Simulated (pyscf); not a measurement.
Single points on ωB97X-D3(BJ)/def2-SVP structures (PySCF, gas phase). MP2 and CC: frozen core, UHF for open shells. ΔMP2 is the change of the MP2 total energy from the triple- to the quadruple-zeta basis.

**Question.** For silane (SiH₄) + Br atom (Br•) → H₃Si–Br + H atom (H•), a substitution at Si (doublet surface; H–Si broken, Br–Si formed), PBE/def2-TZVP gives ΔE‡ = -9.1 kJ/mol and ΔE = -16.4 kJ/mol (zero: the separated reactants). In which direction and how far do r²SCAN/def2-TZVP, ωB97M-D3(BJ)/def2-TZVP, CCSD(T)/def2-TZVPP + ΔMP2(QZVPP) move these?

**Answer.** r²SCAN: ΔE‡ = -3.5 kJ/mol, ΔE = -13.3 kJ/mol; ωB97M-D3(BJ): ΔE‡ = 46.2 kJ/mol, ΔE = +4.3 kJ/mol; CCSD(T): ΔE‡ = 44.4 kJ/mol, ΔE = -4.6 kJ/mol. PBE's barrier lies under all of them, by 5.6 to 55.3 kJ/mol. Its reaction energy lies under all of them, by 3.1 to 20.7 kJ/mol. At PBE, r²SCAN the saddle lies under the separated reactants, which points to a path from their complex (located at ωB97X-D3(BJ) alone). One saddle was located; it need not be the lowest between these sides. The angle at the attacked Si is 146°. The CCSD(T) − MP2 part came from Ansatz, without density fitting, on the same reference. The frozen core leaves the outer d or s,p core shells of the metals and heavy elements correlated in the MP2 and CC values, and def2-TZVPP describes them poorly, which can shift differences by a few kcal/mol. Left out: the spin-orbit lowering of Br, which is large for Br, Se, Te and I. Elements up to Kr have no core potential and no relativistic terms here.
